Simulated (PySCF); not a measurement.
Gas-phase reaction: 3 AlH₂Cl ⇌ AlCl₃ + 2 Al + 3 H₂

Computed with PySCF and rigid-rotor harmonic-oscillator thermochemistry at 1 bar. † marks an energy on the PBE0/def2-TZVP geometry and frequencies; other levels use their own. MP2 freezes the core. 6-31G* has spherical d functions here. Open shells (unrestricted): Al (multiplicity 2, electronic degeneracy 6); the rest are closed-shell singlets. Spin-orbit splitting is ignored; it lowers the true energy and changes the entropy of Al. B3LYP is the form with VWN-RPA correlation. AlH₂Cl: computed as isolated molecules; such fragments, hydroxides, amides, oligomers or adducts are transient or little studied in the gas. MP2 isn't extrapolated to the basis-set limit; its ΔH°(298 K) is 443.0 kJ in def2-SVP and 434.8 kJ in def2-TZVPP. The harmonic model lacks anharmonicity and excited electronic states, which grow with temperature; levels with a mode under 35 cm⁻¹ are left out.

```tsv
level	ΔE electronic, kJ	ΔH°(298 K), kJ	ΔS°(298 K), J/K	ΔG°(1200 K), kJ
B3LYP/def2-TZVP†	426	424	275	76
BLYP/def2-TZVP†	401	399	275	51
HF/6-31G*	395	391	274	41
MP2/def2-SVP†	445	443	275	95
PBE0/def2-QZVP†	436	434	275	86
```
ΔH° is lowest at HF/6-31G* and highest at MP2/def2-SVP†. No reference value is set beside these.
